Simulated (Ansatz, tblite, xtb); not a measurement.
Dissociation curve of OH, doublet.

- UCCSD(T) = CCSD(T) on UHF/aug-cc-pVDZ, frozen core in Ansatz (a first-principles code)
- UCCSDT(Q) = CCSDT(Q) on UHF/aug-cc-pVDZ, frozen core (Ansatz)
- GFN1-xTB (xtb)
- GFN2-xTB, 300 K electronic temperature (tblite)
- UKS-CAM-B3LYP = unrestricted CAM-B3LYP/aug-cc-pVDZ (Ansatz)

Energies are in eV, each relative to the lowest point of its own curve between 0.81 and 1.21 Å, where full CI is lowest.

| R / Å | UCCSD(T) | UCCSDT(Q) | GFN1-xTB | GFN2-xTB | UKS-CAM-B3LYP |
|---|---|---|---|---|---|
| 0.70 | 3.871 | 3.877 | 3.545 | 3.458 | 3.820 |
| 0.76 | 2.006 | 2.011 | 1.770 | 1.677 | 1.975 |
| 0.81 | 1.042 | 1.046 | 0.885 | 0.809 | 1.023 |
| 0.84 | 0.652 | 0.655 | 0.536 | 0.476 | 0.637 |
| 0.88 | 0.299 | 0.302 | 0.230 | 0.191 | 0.290 |
| 0.92 | 0.097 | 0.098 | 0.063 | 0.043 | 0.091 |
| 0.95 | 0.022 | 0.023 | 0.008 | 0.000 | 0.019 |
| 0.98 | 0.000 | 0.000 | 0.000 | 0.002 | 0.000 |
| 1.01 | 0.020 | 0.020 | 0.030 | 0.039 | 0.023 |
| 1.04 | 0.075 | 0.073 | 0.092 | 0.104 | 0.082 |
| 1.10 | 0.261 | 0.258 | 0.288 | 0.296 | 0.278 |
| 1.15 | 0.471 | 0.465 | 0.507 | 0.499 | 0.498 |
| 1.21 | 0.761 | 0.752 | 0.817 | 0.776 | 0.807 |
| 1.31 | 1.289 | 1.273 | 1.399 | 1.282 | 1.376 |
| 1.42 | 1.876 | 1.846 | 2.070 | 1.865 | 2.021 |
| 1.56 | 2.557 | 2.506 | 2.903 | 2.594 | 2.783 |
| 1.71 | 3.163 | 3.085 | 3.723 | 3.319 | 3.413 |
| 1.89 | 3.702 | 3.591 | 4.573 | 4.078 | 3.901 |
| 2.15 | 4.113 | 4.011 | 5.527 | 4.943 | 4.281 |
| 2.40 | 4.249 | 4.194 | 6.183 | 5.542 | 4.458 |
| 2.79 | 4.306 | 4.298 | 6.838 | 6.126 | 4.576 |
| 3.31 | 4.322 | 4.329 | — | — | 4.623 |

At the longest distance, 3.31 Å, UKS-CAM-B3LYP lies highest above its minimum (4.623 eV) and UCCSD(T) lowest (4.322 eV).

Dashes: no converged value, or the column stops at the first point that the program doubted or that broke a chosen test of continuity, which isn't proof of a fault.

The unrestricted determinant behind UCCSD(T), UCCSDT(Q) is spin-contaminated at 1.31 to 3.31 Å (<S²> up to 1.8, against 0.75 for a pure doublet). The unrestricted determinant behind UKS-CAM-B3LYP is spin-contaminated at 1.56 to 3.31 Å (<S²> up to 1.7, against 0.75 for a pure doublet).
